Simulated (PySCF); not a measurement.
A species of formula C4H5F has this rotational fingerprint, computed with PBE0-D3(BJ)/def2-TZVP geometry optimisation, gas phase (PySCF):

| Item | Value |
| --- | --- |
| Rotational constants | A = 20610, B = 2218, C = 2153 MHz |
| Dipole components | \|μa\| = 1.96 D, \|μb\| = 0.66 D, \|μc\| = 0.57 D |
| Inertial defect | -17.70 u·Å² |
| κ | -0.99 |

Question: Which structure is it? (One computed conformer of each.)
A. `CC=C=CF`
B. `[CH2:1]=[CH:2]/[CH:3]=[CH:4]/[F:5]` with C1–C2–C3–C4 180°

Answer: A. It is CC=C=CF, a near-prolate asymmetric top, point group C1. The candidates at the same level (rigid rotor, commonest isotopes):

```
   SMILES  A (MHz)  B (MHz)  C (MHz)  μa (D)  μb (D)  μc (D)  Δ (u·Å²)  point group                        rotor
  CC=C=CF    20610     2218     2153    1.96    0.66    0.57    -17.70           C1  near-prolate asymmetric top
C=C/C=C/F    35219     2186     2058    0.91    0.69    0.00      0.00           Cs  near-prolate asymmetric top
```

`C=C/C=C/F` has A 71 % too high. No structure here is proved a minimum.
